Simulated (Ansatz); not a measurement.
C5H8S, SMILES `C=CCSC=C`. Total charge 0; spin multiplicity 1. Geometry: relaxed with PBE0-D4/def2-TZVP. It is one conformer, not always the lowest.

```xyz
14

C    -0.648   -1.732   -0.968
C    -0.235   -0.542   -1.377
C     1.002    0.133   -0.893
S     0.736    1.830   -0.331
C    -0.036    1.646    1.213
C    -0.342    0.542    1.886
H    -1.549   -2.185   -1.366
H    -0.099   -2.301   -0.224
H    -0.810    0.006   -2.119
H     1.716    0.253   -1.713
H     1.499   -0.439   -0.105
H    -0.262    2.622    1.635
H    -0.158   -0.452    1.504
H    -0.812    0.620    2.859
```

Q: What is the dipole moment at ωB97M-V/def2-TZVPP? (Estimate.)

A: Computed: 0.98 D, with components (-0.02, -0.98, -0.07) D in this frame, pointing from negative to positive charge.

Q: And with PBE, r2SCAN, B3LYP? (Best estimate.)

A: Computed: PBE 0.95 D, r2SCAN 1.02 D, B3LYP 0.97 D.

Q: Give the Mulliken charges with ωB97M-V, r2SCAN, B3LYP in def2-TZVPP. (Estimate.)

A: The calculation gave: 
```
atom  ωB97M-V  r2SCAN  B3LYP
  C1    -0.21   -0.19  -0.22
  C2    -0.10   -0.11  -0.11
  C3    -0.22    0.03  -0.09
  S4    -0.01   -0.06  -0.05
  C5    -0.07   -0.03  -0.07
  C6    -0.25   -0.24  -0.25
  H7     0.10    0.08   0.10
  H8     0.09    0.07   0.09
  H9     0.11    0.08   0.11
 H10     0.14    0.08   0.11
 H11     0.13    0.06   0.09
 H12     0.10    0.08   0.10
 H13     0.08    0.06   0.08
 H14     0.10    0.08   0.10
```

B3LYP here is the variant with VWN-RPA as its local correlation; programs differ in this.
